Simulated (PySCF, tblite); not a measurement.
Complex of chloride and hydrogen fluoride

A gas-phase complex of chloride and hydrogen fluoride; charge -1, singlet. The structure comes from a short search (6 tight-binding starts) and was relaxed by PBE0-D3(BJ)/def2-TZVPD; another way of binding may lie lower. Frequencies by PBE0-D3(BJ)/def2-TZVPD show no clear imaginary mode.

Parts: 1 = chloride ([Cl-]), atoms 1, charge -1; 2 = hydrogen fluoride (F), atoms 2–3.

```
atom  part  x (Å)   y (Å)  z (Å)
 Cl1     1  0.059  -0.060  0.095
  F2     2  0.873  -2.239  1.752
  H3     2  0.593  -1.489  1.182
```

| contact | kind (by geometry) | distance (Å) | angle (°) |
| --- | --- | --- | --- |
| H3···Cl1 | hydrogen bond | 1.874 | 180 |

Interaction energies are complex less parts, with the parts frozen as they stand in it; counterpoise-corrected, in kcal/mol (PySCF). The CCSD(T) estimate is Hartree-Fock/aug-cc-pVQZ, plus the MP2 correlation part extrapolated as X⁻³ from aug-cc-pVTZ and aug-cc-pVQZ, plus CCSD(T) less MP2 in aug-cc-pVDZ; noble-gas cores are frozen. It isn't the exact limit.

Task: How strongly do the parts interact, level by level?

Result: 
```csv
level,interaction,superposition error removed
Hartree-Fock/aug-cc-pVQZ,-22.64,-
MP2/aug-cc-pVQZ,-25.68,-0.66
"CCSD(T), estimated basis limit",-25.49,-
```

Task: What holds them together? Decompose the MP2/aug-cc-pVQZ energy: frozen parts, their antisymmetrised product, then relaxation.

Result: electrostatic -31.1, Pauli repulsion +24.4, orbital relaxation -16.0, correlation -3.7 kcal/mol, which sum to the value before the counterpoise correction, the first three by Hartree-Fock. Of the attraction, 61 % is electrostatic, 31 % is orbital relaxation, 7 % is correlation.

The parts were also relaxed and run alone, at the levels used for the complex: shieldings by PBE0/aug-pcSseg-3; core levels by delta-SCF with SCAN, aug-pcX-2 on the ionised atom and aug-pcseg-1 elsewhere, spin-free X2C (2p3/2 is the spin-free 2p value less a third of a first-order spin-orbit splitting).

Task: How do these values change when the complex forms?

Result: 
```tsv
property	alone	in the complex	change
F2–H3 bond (Å)	0.921	0.983	+0.062
shielding of H3 (ppm)	29.06	19.95	-9.11
shielding of Cl1 (ppm)	1149.3	1090.7	-58.6
shielding of F2 (ppm)	410.8	354.4	-56.4
Cl1 2p3/2 core level (eV)	196.90	198.21	+1.30
F2 1s core level (eV)	694.15	686.58	-7.56
```

Density functionals tend to overstate the lengthening and the red shift of so strongly bound an X–H bond.
